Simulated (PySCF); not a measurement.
Stick spectrum of a doublet radical in fast tumbling, microwave frequency 9.795 GHz, simulated to first order from computed parameters.

Lines, field (mT) (relative intensity): 345.28 (1), 345.91 (3), 346.53 (6), 347.16 (10), 347.79 (12), 348.41 (12), 349.04 (10), 349.66 (6), 350.29 (3), 350.92 (1)

(1) Find the g value from the centre of the pattern.

(2) Take the pattern apart into splittings.

(3) The radical has the formula CCl3. Propose a structure, and say which nuclei carry the couplings.

Results:

(1) The pattern is symmetric about 348.10 mT, so g = hν/(μB·B0) = 9795/(13.99624 × 348.10) = 2.0104, a shift of +8.1 × 10⁻³ from the free-electron value.

(2) The first two lines at either end are about 0.63 mT apart, which is the smallest coupling, and their intensity ratio 1:3 counts the nuclei that share it. In full: a 1:3:6:10:12:12:10:6:3:1 decet of 0.63 mT (18 MHz), from 3 nuclei of spin 3/2. Check: Σ 2nI·a is the distance from the first to the last line, 5.63 mT.

(3) The pattern alone needn't single out one isomer; the structure behind this simulation is `Cl[C](Cl)Cl` [radical], numbered [Cl:1][C:2]([Cl:3])[Cl:4]. 0.63 mT: 35Cl at Cl1/Cl3/Cl4 (1 bond from C2; computed sign +). The Mulliken spin populations are largest on C2 (+0.75), Cl3 (+0.08), Cl4 (+0.08) and Cl1 (+0.08). C2 is the only atom above +0.15. The angles at C2 add up to 348.5°, so it is slightly pyramidal.

Theory: UKS B3LYP, pcH-1 on C Cl, non-relativistic, mean-field spin-orbit, GIAO (PySCF). Geometry: GFN2-xTB; no solvent, vibrations or thermal averaging. The geometry wasn't refined by DFT: couplings that depend on bond lengths, twists or pyramidal angles can differ widely from those at the functional's own minimum.

Main isotope only: 35Cl (natural samples also hold 24 % 37Cl, magnetic too, which adds its own pattern).

Rare isotopes and splittings under 0.04 mT were left out of the simulation.
